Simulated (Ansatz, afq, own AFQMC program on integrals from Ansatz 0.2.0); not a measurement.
# B, doublet in def2-TZVPP, levels against full CI

A free B atom.

Basis def2-TZVPP. Only valence electrons are correlated. Ansatz 0.2.0 and our own AFQMC program on the same integrals; the CISD trial comes from CCSD amplitudes, and released means the phaseless constraint is let go. Uncertainties: one standard error, sampling alone.

Determinant: UHF, the one that the program's search chose, which needn't be the lowest solution.

Full CI on the same integrals is exact in this basis and with this determinant's frozen core.

* T1 diagnostic: 0.0138
* weight of the determinant in the CISD state: 0.931
* ⟨S²⟩ of the determinant: 0.761
* size of the correlated space: 3 electrons in 30 orbitals

Reference: full CI, correlation energy -1.796 eV. The released energy is read at 1.50 1/Eh (meV from the phaseless value at times in 1/Eh: -1.0 ± 0.4 at 0.24, -0.5 ± 1.4 at 0.50, 0 ± 3 at 1.00, -2.9 ± 0.3 at 1.50).

| level | E − E(reference) (kJ/mol) | share of correlation (%) |
| --- | --- | --- |
| HF | 173.3 | 0.00 |
| MP2 | 59.1 | 65.91 |
| CCSD | 4.6 | 97.36 |
| CCSD(T) | 1.1 | 99.35 |
| ph-AFQMC/HF | 15.1 ± 0.8 | 91.26 |
| ph-AFQMC/CISD | 0.5 ± 0.04 | 99.73 |
| released AFQMC | 0.2 ± 0.03 | 99.89 |

A walk keeps the symmetry of its determinant, which the program's search chose and which needn't be the lowest solution, so a lower state of the same spin and another symmetry isn't excluded. Released energies are given only where the last usable release times agree within the noise; a slower fall can still hide under it.
